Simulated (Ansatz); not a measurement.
Mulliken charges of C2H3ClF2O, SMILES `FCOC(F)Cl` from B3LYP/def2-TZVPP in Ansatz (PBE0-D4/def2-TZVP geometry).

```
atom   x (Å)   y (Å)   z (Å)  charge (e)
  F1   0.294   0.036   1.920      -0.230
  C2   0.752  -0.576   0.783       0.160
  O3  -0.277  -0.711  -0.140      -0.250
  C4  -0.656   0.462  -0.741       0.242
  F5   0.304   0.871  -1.611      -0.193
 Cl6  -2.145   0.160  -1.623      -0.086
  H7   1.574   0.029   0.389       0.110
  H8   1.071  -1.587   1.034       0.119
  H9  -0.830   1.269  -0.028       0.127
```

Question: By hand: the dipole of these point charges (1 e Å = 4.8032 D).

Answer: Σ q r = (0.284, -0.017, 0.152) e Å, of length 0.323 e Å = 1.55 D.

Question: How does the dipole of the full density compare? (An estimate is asked.)

Answer: Ansatz gave: (0.270, -0.008, 0.151) e Å, 1.49 D; the point charges give 1.04 times that, at 2° from its direction.

Point charges leave out the atoms' own dipoles, such as those of lone pairs, and Mulliken's split depends on the basis, so the close match here is no proof of good charges.

B3LYP here is the variant with VWN-RPA as its local correlation; programs differ in this.
